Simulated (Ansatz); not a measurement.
`OC(F)F` + `[SiH3]`• → `[O]C(F)F`• + SiH₄  (hydrogen abstraction from the O–H bond)

Program: Ansatz. Geometries: PBE0-D4/def2-TZVP. ΔE: electronic, gas phase. CCSD(T)/CBS is the MP2 limit (def2-TZVPP, def2-QZVPP) plus CCSD(T) − MP2 in def2-TZVPP, frozen cores. This one scheme is used for every species. Functionals use def2-TZVPP. No spin–orbit coupling; open shells (•) take unrestricted orbitals. One conformer a species, not always the lowest.

CCSD(T)/CBS gives +26.9 kcal/mol.

(1) Another level gave +23.3 kcal/mol. Which?
A. B2PLYP/def2-TZVPP
B. r2SCAN0-D4/def2-TZVPP
C. ωB97X-V/def2-TZVPP
D. PBE-QIDH/def2-TZVPP

Largest T1 diagnostic among the species: 0.016.

Answers

(1) B. r2SCAN0-D4 23.3, ωB97X-V 22.0, B2PLYP 24.7, PBE-QIDH 26.5 kcal/mol.

In def2-TZVPP, CCSD(T) changes the Hartree–Fock value by +13.6 kcal/mol (the triples alone add +1.1 kcal/mol) and MP2 by +20.7 kcal/mol. From BLYP to BHLYP (50 % exact exchange), in def2-TZVPP and without D4, ΔE moves by −1.8 kcal/mol. At CCSD(T), def2-SVP lies −3.1 kcal/mol from the extrapolated value and def2-TZVPP −1.3 kcal/mol.
